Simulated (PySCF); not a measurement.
Vibration and rotation of MgSi⁻

UHF-CCSD(T) constants of MgSi⁻, ⁴Σ⁻ (quartet), unpaired electrons σ ↑, π ↑↑ (PySCF, spin-free X2C with a Gaussian nucleus, basis sets Mg aug-cc-pVDZ-DK, Si aug-cc-pVDZ-DK; masses 23.9850 and 27.9769 u):

* ωe: 226.1 cm⁻¹
* ωexe: 2.51 cm⁻¹
* Be: 0.17252 cm⁻¹
* αe: 0.00226 cm⁻¹
* D (centrifugal): 4.02e-07 cm⁻¹
* De to Mg + Si⁻: 0.84 eV

Give the vibrational terms G(v) and spacings up to v = 6.

G(v) = ωe(v+½) − ωexe(v+½)².

```json
{"v": "0", "G(v) (cm⁻¹)": "112.4", "G(v) − G(v−1)": "", "Bv (cm⁻¹)": "0.1714"}
{"v": "1", "G(v) (cm⁻¹)": "333.5", "G(v) − G(v−1)": "221.1", "Bv (cm⁻¹)": "0.1691"}
{"v": "2", "G(v) (cm⁻¹)": "549.6", "G(v) − G(v−1)": "216.1", "Bv (cm⁻¹)": "0.1669"}
{"v": "3", "G(v) (cm⁻¹)": "760.6", "G(v) − G(v−1)": "211.0", "Bv (cm⁻¹)": "0.1646"}
{"v": "4", "G(v) (cm⁻¹)": "966.6", "G(v) − G(v−1)": "206.0", "Bv (cm⁻¹)": "0.1623"}
{"v": "5", "G(v) (cm⁻¹)": "1167.6", "G(v) − G(v−1)": "201.0", "Bv (cm⁻¹)": "0.1601"}
{"v": "6", "G(v) (cm⁻¹)": "1363.6", "G(v) − G(v−1)": "196.0", "Bv (cm⁻¹)": "0.1578"}
```

How well does the Morse estimate ωe²/(4ωexe) reproduce De, and what is D0?

It gives 0.63 eV, 75 % of the computed De. D0 = De − G(0) = 0.84 − 0.01 = 0.83 eV.

Correlated steps freeze 6 core orbitals. Correlated levels converge slowly with the basis: in double zeta they bind strong bonds too weakly, by up to about 1 eV, and carry superposition errors of some tenths. For an ion De counts to the pair picked by the measured ionisation energies or electron affinities, which need not be the lowest pair at this level. The state was picked by a PBE0 search and need not be the measured ground state.
